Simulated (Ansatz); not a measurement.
## Lattice constant a of some fcc solids

Method: PBEsol-D3(BJ) in Ansatz (plane waves, PAW). References are measured values corrected to a static lattice. The table is a random draw of 8 from 11 solids with such references.

Values in Å.

```json
[
 {"solid": "fcc Rh", "reference": "3.794", "PBEsol-D3(BJ)": "3.749", "error (%)": "-1.19"},
 {"solid": "fcc Pd", "reference": "3.876", "PBEsol-D3(BJ)": "3.832", "error (%)": "-1.14"},
 {"solid": "fcc Ir", "reference": "3.831", "PBEsol-D3(BJ)": "3.803", "error (%)": "-0.73"},
 {"solid": "fcc Sr", "reference": "6.045¶", "PBEsol-D3(BJ)": "5.797", "error (%)": "-4.10"},
 {"solid": "fcc Au", "reference": "4.062", "PBEsol-D3(BJ)": "?", "error (%)": "?"},
 {"solid": "fcc Al", "reference": "4.018", "PBEsol-D3(BJ)": "3.961", "error (%)": "-1.42"},
 {"solid": "fcc Ca", "reference": "5.553¶", "PBEsol-D3(BJ)": "5.348", "error (%)": "-3.69"},
 {"solid": "fcc Ag", "reference": "4.062", "PBEsol-D3(BJ)": "3.994", "error (%)": "-1.67"}
]
```

### Question
Estimate the withheld PBEsol-D3(BJ) value.

### Answer
The errors of the other rows run from -4.10 % to -0.73 %, with a median of -1.42 %; carried to the reference 4.062 it gives 4.004 Å. The run gives 4.037 Å (-0.62 %), +0.82 % from the estimate, outside the range of the other rows; the row was drawn at random, and such an estimate is rough. Over these 8 solids the mean error is -1.82 %, the mean absolute error 1.82 % (median 1.30 %), and the worst case fcc Sr at -4.10 %; the value is below the reference in 8 of 8 cases. Over all 11, from unrounded values, the mean error is -1.84 % and the mean absolute error 1.84 % (median 1.42 %).

All these references are brought to a static lattice.

Spin–orbit coupling is left out, also for the solids with elements from indium on (fcc Ir, fcc Au); its size isn't shown.

¶ marks references of a special kind: fcc Sr, 6.045 Å (measured, low-temperature or extrapolated to 0 K; zero-point anharmonic expansion removed; as tabulated in Csonka et al. (2009), arXiv:0903.4037); fcc Ca, 5.553 Å (measured, low-temperature or extrapolated to 0 K; zero-point anharmonic expansion removed; as tabulated in Csonka et al. (2009), arXiv:0903.4037).

Differences are worked out from the printed values.

Ansatz's density-functional and Hartree–Fock values are scalar-relativistic unless marked +SOC, with PAW data made under PBE.

Ansatz's runs of these crystals have no spin polarisation.

Not in this set, of the fcc solids with a reference value in our tables and a result at some level: 1 for no value at PBEsol-D3(BJ) (not run, a failed fit, an unstable or unbound cell, or a value held back for tests). These can be a level's best or worst cases. At least 1 more with a reference value is held back for tests. Solids without a released value at any level aren't counted. Layered and molecular crystals are counted apart. The metals Ce to Yb are counted apart.

References as tabulated in Mejia-Rodriguez and Trickey (2018), arXiv:1807.09216; Csonka et al. (2009), arXiv:0903.4037.

Ansatz is a quantum-chemistry and plane-wave program.
